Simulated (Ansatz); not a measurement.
**V: frozen-core PAW against all-electron methods**

```
CELL_PARAMETERS angstrom
-1.49887 1.49887 1.49887
1.49887 -1.49887 1.49887
1.49887 1.49887 -1.49887
ATOMIC_POSITIONS crystal
V 0.00000 0.00000 0.00000
```

The cell was built from the bcc type and relaxed in the same program, and has space group Im-3m; it needn't be a known or the stable phase.

Methods: DFT, PBE, PAW with Ansatz's default frozen-core files, scalar-relativistic (Ansatz 0.2.0); DFT, PBE, all-electron LAPW, scalar-relativistic (Ansatz 0.2.0).

For PAW: a Γ-centred 16×16×16 k mesh, Fermi–Dirac smearing of 0.05 eV, cutoff 420 eV, spin-polarised from start moments V 1.5 μB (the moments died away, and the run ended non-magnetic). LAPW targets a basis error of 1 meV/atom. The Ansatz runs share mesh, smearing and spin set-up. Plane-wave (PAW) pressures include the program's estimate of the Pulay term.

Stress and pressure are positive in compression.

Levels count from the Fermi level.

PAW results:

```csv
quantity,PAW
pressure (GPa),0.05
highest filled level at N (eV),-1.133
lowest empty level at N (eV),1.633
highest filled level at Γ (eV),-6.594
lowest empty level at Γ (eV),0.409
```

Question: What does LAPW (all electrons) give for the same quantities?

Answer: 
| quantity | LAPW |
| --- | --- |
| pressure (GPa) | -0.02 |
| highest filled level at N (eV) | -1.132 |
| lowest empty level at N (eV) | 1.633 |
| highest filled level at Γ (eV) | -6.596 |
| lowest empty level at Γ (eV) | 0.411 |
